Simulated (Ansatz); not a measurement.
Debugging a comparison of dispersion corrections of ClH4Si2, SMILES [SiH2][SiH2]Cl (the Ansatz DFT code, driven from Python).

`disp.py`
```python
"""Dispersion corrections for ClH4Si2."""

import ansatz as az
from ase import Atoms

BASIS_SET = "def2-SVP"

atoms = Atoms(["Si", "Si", "Cl", "H", "H", "H", "H"], positions=[
    [-1.2933, 0.1452, -0.4305],
    [0.7237, -0.094, 0.5016],
    [0.8855, -1.981, 1.2557],
    [-1.4711, -0.6924, -1.6198],
    [-1.5536, 1.5896, -0.9004],
    [0.9245, 0.8677, 1.6345],
    [1.8456, 0.097, -0.4868],
])
clh4si2 = az.Crystal.molecule_from_ase(atoms)

base = clh4si2.calculation().basis(gaussian=BASIS_SET)
for name in ["pbe0", "pbe"]:
    for correction in ("d3bj", "d4"):
        r = base.functional(name, dispersion=correction).run().report
        print(f"{name:8s} {correction:5s} total {r['free_energy_ev']:.5f} eV, of which dispersion {1000 * r['dispersion']['energy']['ev']:.2f} meV")
```

```console
$ python disp.py
pbe0     d3bj  total -28323.07332 eV, of which dispersion -162.32 meV
pbe0     d4    total -28323.05953 eV, of which dispersion -148.53 meV
pbe      d3bj  total -28320.30497 eV, of which dispersion -175.77 meV
pbe      d4    total -28320.30392 eV, of which dispersion -174.72 meV
```

No error stopped it. What is wrong with the input all the same?

The fault: an open-shell molecule is run without spin. The correction:

```diff
--- before
+++ after
@@ -18,3 +18,7 @@
 
-base = clh4si2.calculation().basis(gaussian=BASIS_SET)
+base = (
+    clh4si2.calculation()
+    .basis(gaussian=BASIS_SET)
+    .spin("collinear", total=1)
+)
 for name in ["pbe0", "pbe"]:
```

After the fix:

```console
$ python disp.py
pbe0     d3bj  total -28323.09894 eV, of which dispersion -162.32 meV
pbe0     d4    total -28323.08515 eV, of which dispersion -148.53 meV
pbe      d3bj  total -28320.32547 eV, of which dispersion -175.77 meV
pbe      d4    total -28320.32442 eV, of which dispersion -174.72 meV
```

Total energies depend on the basis set; only differences at equal settings carry meaning. The geometry is a force-field or estimated start, not a minimum of this method, and the basis set is short of its limit. D4 holds the three-body term, and d3bj doesn't. The species is open-shell (spin multiplicity 2). Timing: 6.3 s on 1 thread of Intel(R) Xeon(R) 6975P-C (Granite Rapids) (shared host), peak memory 0.26 GiB.
